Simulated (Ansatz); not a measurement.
C₂H₃FO₂ (`O=COCF`), relaxed with RKS PBE-D4/def2-SVP in Ansatz 0.2.0 from a rough embedded geometry. The force threshold is 0.03 eV/Å; the program also tests the step.

Charge 0, multiplicity 1.

Start:

```xyz
8

O    -0.140   -0.542   -1.765
C    -0.238   -1.127   -0.640
O    -0.116   -0.552    0.601
C     0.207    0.797    0.493
F     0.275    1.281    1.793
H    -0.413   -2.222   -0.512
H     1.097    1.037   -0.028
H    -0.672    1.328    0.057
```

Problem. How much energy does the relaxation release, and in how many steps? (An estimate is asked.)

Solution. Ansatz gave: 7.97 kcal/mol, in 6 steps, 2 of them rejected.

Problem. Which bonds change most? (Estimate.)

Solution. Ansatz gave: O1–C2 from 1.272 to 1.210 Å; C4–H7 from 1.059 to 1.113 Å; O3–C4 from 1.392 to 1.430 Å; C4–F5 from 1.389 to 1.353 Å.

Problem. Give the relaxed structure. (An estimate is asked.)

Solution. Computed: 
```xyz
8

O    -0.119   -0.577   -1.721
C    -0.222   -1.144   -0.657
O    -0.108   -0.554    0.552
C     0.163    0.850    0.523
F     0.304    1.237    1.812
H    -0.427   -2.234   -0.507
H     1.099    1.038   -0.049
H    -0.690    1.384    0.047
```
